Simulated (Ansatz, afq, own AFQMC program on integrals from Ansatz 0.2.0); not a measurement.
Integrals from Ansatz 0.2.0, then the random walk in our own AFQMC program (afq).

```yaml
crystal:
  periodic: [false, false, false]
  atoms:
    - {symbol: O, position_ang: [-2.277611, -0.009969, -0.000001]}
    - {symbol: H, position_ang: [-2.526921, 0.916606, -0.000001]}
    - {symbol: H, position_ang: [-1.189611, -0.009969, -0.000001]}
    - {symbol: Ge, position_ang: [0.512389, -0.009969, 0.000000]}
    - {symbol: H, position_ang: [0.981056, -1.475884, 0.000000]}
    - {symbol: H, position_ang: [0.981058, 0.722988, -1.269519]}
    - {symbol: H, position_ang: [0.981057, 0.722988, 1.269520]}
basis:
  gaussian: {orbitals: cc-pVDZ}
magnetization: {spin_polarized: true, initial_magnetization: 1}
correlation: {method: ccsd_t, electrons: outside_noble_gas, hamiltonian_folder: ham}
```

```sh
$ ansatz run in.yaml --threads 1 --pin off --events-out ev --progress --plain --max-ram 16896MiB --backend cuda --devices 0, --max-vram 18GiB
```

Options of the walk:

```
--method phaseless --trial cisd --walkers 4000 --populations 20 --least-time 60 --time-step 0.005 --steps-per-block 50 --equilibration-blocks 28 --max-blocks 4000 --target-error 0.00023 --factor-cut 1e-05 --start spin_pure --seed 4896 --release-times 0.24,0.51,0.99,1.5 --release-step 0.03 --release-every 4 --taylor-order 6
```

Times are imaginary, in 1/Eh. The walk had a cap of 123 s. With eight or more populations the least sampling time is a fifth of least-time, and the error comes from their spread. Filled inner d shells are frozen with the cores.

Log:

```
orbitals 51  electrons 8 7  factors 411 of 671
reference energy -2153.01472005 Eh
CCSD correlation -0.33982176 Eh in 11 cycles, weight of the determinant in the CISD state 0.8749
energy of the start -2153.353427 Eh
 block  time / (1/Eh)  mean weight  energy / Eh
     1     0.250  1.0001  -2153.348386
     2     0.500  1.0001  -2153.352327
     3     0.750  1.0000  -2153.356059
     4     1.000  0.9999  -2153.358305
     5     1.250  1.0002  -2153.359059
    10     2.500  0.9997  -2153.360907
    15     3.750  1.0000  -2153.361405
    20     5.000  1.0002  -2153.361771
    22     5.500  0.9997  -2153.361277
    25     6.250  1.0005  -2153.362659
    30     7.500  1.0005  -2153.363668
    35     8.750  0.9999  -2153.363624
    36     9.000  1.0003  -2153.364063
    40    10.000  1.0002  -2153.362668
    45    11.250  1.0001  -2153.362637
    50    12.500  0.9999  -2153.362616
    55    13.750  0.9997  -2153.363114
    60    15.000  1.0005  -2153.362572
    65    16.250  1.0000  -2153.362378
    70    17.500  0.9994  -2153.362315
    75    18.750  0.9999  -2153.361905
    76    19.000  0.9999  -2153.362382
error from the spread of 20 populations
released: time / (1/Eh)  energy / Eh  error  mean overlap
  0.24  -2153.362899  0.000124  0.9973
  0.51  -2153.362676  0.000126  0.9984
  0.99  -2153.362941  0.000191  0.9973
  1.50  -2153.362696  0.000167  0.9969
energy -2153.362764 +/- 0.000159 Eh
(rows thinned)
```

The run passed its tests (sampling time, drift between the halves within three errors, error under three times the target), which doesn't prove that it has relaxed, ending at its cap on processor time.

Against this walk (error 4.3 meV) on the same determinant: CCSD(T) 38.7 meV higher, CCSDT(Q) 3.6 meV lower (within the noise). The error is statistical and leaves out the bias of the constraint. Released to 1.50 1/Eh the energy moves by 2 ± 6 meV (both errors), within twice the noise.

Cautions: constraint bias not in the error; no relativity below Rb; no spin-orbit coupling; inner d shell frozen.

The walk took 2.1 min on 1 × NVIDIA H100 80GB HBM3 with 2 threads of AMD EPYC 7R13 Processor (Zen 3) (shared host) (the card was shared). The log's last line is the phaseless energy.

CCSDT and higher add their correlation energy to the determinant of the CCSD(T) run, since their own runs factorise the integrals more tightly (a shift of under 2 meV). A walk keeps the symmetry of its determinant, which the program's search chose and which needn't be the lowest solution, so a lower state of the same spin and another symmetry isn't excluded.
